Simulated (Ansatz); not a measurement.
Propane + H• → `C[CH]C`• + H₂  (hydrogen abstraction from a C–H bond)

Gas-phase electronic energies from Ansatz, PBE0-D4/def2-TZVP geometries. CCSD(T)/CBS adds triple-zeta CCSD(T) − MP2 to the extrapolated MP2 energy (def2 sets, frozen cores). This one scheme is used for every species, atoms too. Functionals use def2-TZVPP. Open shells (•) are unrestricted, without spin–orbit coupling.

```tsv
species	ωB97M-V energy (Eh)
`CCC`	-119.09967
H•	-0.49411
`C[CH]C`•	-118.43746
H₂	-1.16132
```

(1) Work out ΔE.

(2) What do rigid-rotor, harmonic-oscillator terms from PBE0-D4/def2-TZVP frequencies (298.15 K, 1 bar) make of the CCSD(T)/CBS value? (An estimate is asked.)

Largest T1 diagnostic among the species: 0.011.

## Answers

(1) ΔE = (-118.43746) + (-1.16132) − (-119.09967) − (-0.49411) = -0.00500 Eh = -13.1 kJ/mol. CCSD(T)/CBS gives -13.5 kJ/mol.

(2) Computed: ΔZPE = -14.1 kJ/mol, ΔH = -23.3 kJ/mol, ΔS = 41 J/(mol·K), ΔG = -35.6 kJ/mol. Open shells count their whole term as degenerate.

Leaving LDA and LC-ωPBE aside and taking each functional with its dispersion term where it has one, the values, not all of them listed here, spread over 28.5 kJ/mol, from BLYP-D4 to PBE-QIDH. LDA lies +12.7 kJ/mol from PBE without D4. From BLYP to BHLYP (50 % exact exchange), in def2-TZVPP and without D4, ΔE moves by +9.7 kJ/mol.
